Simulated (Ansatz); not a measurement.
The input, for Ansatz 0.2.0:

```yaml
crystal:
  periodic: [false, false, false]
  atoms:
    - {symbol: O, position_ang: [-0.000009, -0.151064, 2.219967]}
    - {symbol: Ga, position_ang: [0.000021, -0.155864, 0.576530]}
    - {symbol: O, position_ang: [-0.000005, -0.267455, -1.166443]}
    - {symbol: H, position_ang: [-0.000007, 0.574382, -1.630054]}
basis:
  gaussian: {orbitals: STO-3G, fitting: {mean_field: def2-universal-jkfit}, point_charges: [{charge: -1.00, position_ang: [3.219, 0.845, -0.972]}]}
magnetization: {spin_polarized: false, initial_magnetization: 2}
hamiltonian: {pseudopotentials: {relativity: none}}
correlation: {active_space: {window: {electrons: 2, orbitals: 3}}}
```

```sh
$ ansatz run in.yaml --threads 1 --pin off --events-out ev --progress --plain --max-ram 2393MiB
```

The program prints:

```
438 factors; integrals over basis functions are off by at most 1.6e-2 eV
mean field evaluation 1: about -55741.3601 eV, gradient 5.8e1 eV
mean field evaluation 2: about -55695.7907 eV, gradient 1.1e2 eV
mean field evaluation 4: about -55753.0639 eV, gradient 2.9e1 eV
mean field evaluation 8: about -55757.9940 eV, gradient 2.7e0 eV
mean field evaluation 16: about -55758.3818 eV, gradient 1.7e-1 eV
mean field evaluation 32: about -55757.5777 eV, gradient 6.3e0 eV
mean field evaluation 64: about -55754.9900 eV, gradient 1.1e1 eV
mean field evaluation 96: about -55758.6113 eV, gradient 1.9e-2 eV
mean field evaluation 128: about -55753.4411 eV, gradient 8.8e0 eV
mean field evaluation 160: about -55758.0266 eV, gradient 2.9e0 eV
mean field evaluation 192: about -55758.3825 eV, gradient 9.4e-5 eV
mean field -55758.61132535 eV, -2049.0911716624 hartree, gradient 2.8e-6 eV, S^2 2.000000; 19 other end points of the search recorded, 0 dependent functions left out
reference -55758.61132535 eV, -2049.0911716624 hartree; 25, 23 occupied and 4, 6 virtual orbitals, 438 factors
state -55758.61132535 eV, -2049.0911716624 hartree
Total energy: -55758.61132535 eV, -2049.0911716624 hartree
```

Natural occupations: 1.0000 1.0000 0.0000.

Ran on 1 thread of Intel Xeon, shared host: 72 s wall, 0.21 GiB peak host memory.
